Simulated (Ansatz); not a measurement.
The input (input.yaml):

```yaml
crystal:
  periodic: [false, false, false]
  atoms:
    - { symbol: B, position_ang: [0.191688, 0.642232, -0.591529] }
    - { symbol: C, position_ang: [0.788523, -0.005796, 1.397073] }
    - { symbol: H, position_ang: [-0.134657, 0.295068, 1.925275] }
    - { symbol: H, position_ang: [0.84386, -1.088099, 1.17939] }
    - { symbol: H, position_ang: [1.687835, 0.334474, 1.945256] }
    - { symbol: H, position_ang: [1.118643, 0.839471, 0.264611] }
    - { symbol: "N", position_ang: [-0.955007, -0.138024, -0.652326] }
    - { symbol: H, position_ang: [-1.321105, -0.781489, 0.059279] }
    - { symbol: H, position_ang: [-1.535681, -0.097836, -1.491729] }
basis:
  gaussian: { orbitals: def2-SVP }
hamiltonian:
  xc: pbe
  dispersion: d4
phonons: {}
```

Run as:

```bash
$ ansatz run input.yaml --threads 1 --pin off --max-ram 2048MiB --backend cpu --events-out ev --progress --plain --runs-dir out
```

Hardware: 1 thread of AMD EPYC 9R45 96-Core Processor (Zen 5), on a shared host.

**Question.** Roughly how long does this run take, and how much memory?

**Answer.** 19 s, with a peak of 0.12 GiB, for 0 ionic steps.
